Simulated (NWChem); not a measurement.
System: trimethylamine (C₃H₉N); SMILES CN(C)C

Results from NWChem. Pople sets run with spherical d functions. Each level has its own optimisation; frequencies are unscaled.

```
level                                 r C–N (Å)  highest harmonic frequency (cm⁻¹)  lowest (cm⁻¹)  zero-point energy (kcal/mol)  dipole (D)
------------------------------------  ---------  ---------------------------------  -------------  ----------------------------  ----------
Hartree-Fock/STO-3G                       1.485                               3745            250                          89.9        1.13
Hartree-Fock/3-21G                        1.464                               3266            270                          81.0        0.89
Hartree-Fock/6-31G*                       1.445                               3281            261                          81.2        0.74
B3LYP/6-31G*                              1.455                               3119            263                          76.0        0.57
LDA (Slater exchange, VWN5)/def2-SVP      1.427                               3048            273                          72.6        0.25
PBE/def2-SVP                              1.449                               3050            263                          73.0        0.32
BLYP/def2-SVP                             1.460                                [?]            260                          72.7        0.32
PBE0/def2-SVP                             1.439                               3144            258                          75.5        0.44
```

### Question
What belongs in the gaps?

### Answer

- BLYP/def2-SVP, highest harmonic frequency (cm⁻¹): 3023
